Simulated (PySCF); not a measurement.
## Computed NMR parameters against published values

Bonds (- single, = double, # triple, : aromatic): C1-C2 1.525 Å, C2-C3 1.455 Å, C3#N4 1.150 Å. C1 carries H5, H6, H7; C2 carries H8, H9.

Measured values that the calculation should reproduce: δ 13C C2 10.8; C1 10.6; δ 1H H8/H9 2.35; H5/H6/H7 1.31 ppm (measured; solution, not stated per compound (mostly CDCl3 or CCl4); Pretsch, Buehlmann, Badertscher, Structure Determination of Organic Compounds, 4th ed. (2009)).
δ 15N N4 -128.2 ppm (measured; solution, cyclohexane, 308 K; M. Witanowski et al., Magn. Reson. Chem. 27 (1989) 380). Coupling constants: 1J(C2,H8) 135.5 Hz, 3J(H8,H5) 7.6 Hz.

PySCF 2.14 calculation with geometry from PBE0-D3(BJ)/def2-TZVP, couplings computed with B3LYP/pcJ-2 and shieldings: GIAO B97-2/pcSseg-2; one averaged value for each set of equivalent atoms, relativity neglected, one conformer, gas phase.

**Question.** How close does the calculation come?

**Answer.** 
Reference values: measured (solution, not stated per compound (mostly CDCl3 or CCl4); Pretsch, Buehlmann, Badertscher, Structure Determination of Organic Compounds, 4th ed. (2009)).
```tsv
atoms	quantity	reference	computed	computed, scaled
C2	δ 13C	10.8	13.7	11.1
C1	δ 13C	10.6	13.8	11.3
H8/H9	δ 1H	2.35	2.18	2.19
H5/H6/H7	δ 1H	1.31	1.20	1.27
```

Reference values: measured (solution, cyclohexane, 308 K; M. Witanowski et al., Magn. Reson. Chem. 27 (1989) 380).
```csv
atoms,quantity,reference,computed,"computed, scaled"
N4,δ 15N vs neat liquid CH3NO2,-128.2,–,-125.3
```

Computed shifts are σ(ref) − σ with the named reference compound (TMS for H and C) calculated as an isolated molecule at the same level. The measured values may be among those fitted. Expected solution values come from regression of measured δ (H and C: mostly CDCl3, vs TMS) on computed σ: 13C (scatter 2.0 ppm rms, 2.1 ppm with the 1 outlier that the fit left out); 1H (scatter 0.14 ppm rms, 0.16 ppm with the 4 outliers that the fit left out); 15N (scatter 6.8 ppm rms vs CH3NO2, solution or neat liquid). Occasional misses reach two or three times the rms, and more in compound classes unlike the fitted ones.

Coupling constants in Hz:
```tsv
coupling	reference	computed	source
1J(C2,H8)	135.5	137.7	measured; liquid or solution (compiled); T. W. Keal, PhD thesis, Durham 2005 (values of Maximoff, Peralta, Barone, Scuseria 2005)
3J(H8,H5)	7.6	8.8	measured; UCL NMR lecture notes, Spin-Spin Coupling (L3_3_97)
```

**Question.** How far are the unscaled 13C shifts from the references?

**Answer.** Mean signed difference +3.05 ppm, mean absolute 3.05 ppm over 2 comparisons; the largest is +3.2 ppm at C1 (methyl carbon).

**Question.** How far are the unscaled 1H shifts from the references?

**Answer.** Mean signed difference -0.14 ppm, mean absolute 0.14 ppm over 2 comparisons; the largest is -0.17 ppm at H8/H9 (hydrogen on an sp3 CH2 α to a nitrile).

7 of the 17 published NMR values on file for this molecule are compared. The rest: values whose atom or origin is in doubt.
